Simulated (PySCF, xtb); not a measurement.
C6H6, SMILES c1ccccc1.

Harmonic wavenumbers (cm⁻¹) from GFN2-xTB run with xtb 6.7.1 at its own minimum, in rising order: 368, 368, 579, 579, 658, 692, 882, 882, 930, 930, 937, 957, 1067, 1090, 1090, 1176, 1198, 1198, 1304, 1320, 1460, 1460, 1600, 1600, 3069, 3072, 3073, 3084, 3085, 3093.

Task: What does TPSSh-D3(BJ)/def2-SVP in PySCF give at its own minimum? (An estimate is asked for; the answer gives what the named calculation found.)

Result: 411, 411, 610, 610, 691, 727, 868, 868, 998, 998, 1009, 1018, 1030, 1061, 1061, 1165, 1189, 1189, 1369, 1380, 1512, 1513, 1653, 1653, 3168, 3178, 3178, 3193, 3193, 3203. Paired by order, the mean absolute difference is 54 cm⁻¹ and the zero-point energies are 61.2 and 63.1 kcal/mol.
